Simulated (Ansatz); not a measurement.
Compare A (`CC1=C=NC=N1`) with its isomer B (`c1cncnc1`).

Program: Ansatz. Geometries: PBE0-D4/def2-TZVP. ΔE: electronic, gas phase. CBS: MP2 limit from def2 TZ/QZ plus the TZ coupled-cluster correction, frozen cores. Functionals use def2-TZVPP. B3LYP here is the variant with VWN-RPA as its local correlation; programs differ in this.

A:

```xyz
10

C     0.692   -0.378    1.517
C     0.093   -0.188    0.187
C    -0.333   -0.875   -0.872
N    -0.849   -0.568   -1.998
C    -0.778    0.750   -1.662
N    -0.253    0.998   -0.440
H     0.843   -1.438    1.717
H     0.042    0.034    2.292
H     1.657    0.129    1.579
H    -1.113    1.538   -2.320
```

B:

Z-matrix (Å, degrees):
```
C
C 1 1.384
C 1 1.384 2 116.4
H 1 1.083 2 121.8 3 180.0
N 2 1.328 1 122.3 3 0.0
H 2 1.087 1 121.1 3 -180.0
N 3 1.328 1 122.3 2 -0.0
H 3 1.087 1 121.1 2 180.0
C 5 1.327 2 115.9 1 -0.0
H 9 1.087 5 116.4 2 -180.0
```

Problem. Which is lower in electronic energy at CCSD(T)/CBS, and by how much? (Best estimate.)

Solution. The calculation gave: B, by 380.3 kJ/mol.

Problem. Give E(B) − E(A) in kJ/mol with B3LYP, PBE-D4, CCSD(T)/def2-SVP, MP2/def2-TZVPP, ωB97M-V, B3LYP-D4, r2SCAN-D4. (An estimate is asked.)

Solution. Computed: B3LYP -386.5, PBE-D4 -352.8, CCSD(T)/def2-SVP -386.5, MP2/def2-TZVPP -379.5, ωB97M-V -384.2, B3LYP-D4 -391.9, r2SCAN-D4 -370.2. None reverses the order clearly.

Problem. Does the order hold for the free energy at 298.15 K (harmonic terms from PBE0-D4)? (Best estimate.)

Solution. Computed: Yes: G(B) − G(A) = -360.0 kJ/mol.

Largest T1 diagnostic: 0.024.

Leaving LDA and LC-ωPBE aside and taking each functional with its dispersion term where it has one, the values, not all of them listed here, spread over 67.8 kJ/mol, from BHLYP-D4 to PBE-D4. LDA lies −3.9 kJ/mol from PBE without D4. In def2-TZVPP, CCSD(T) changes the Hartree–Fock value by +63.1 kJ/mol (the triples alone add +13.4 kJ/mol) and MP2 by +65.6 kJ/mol.
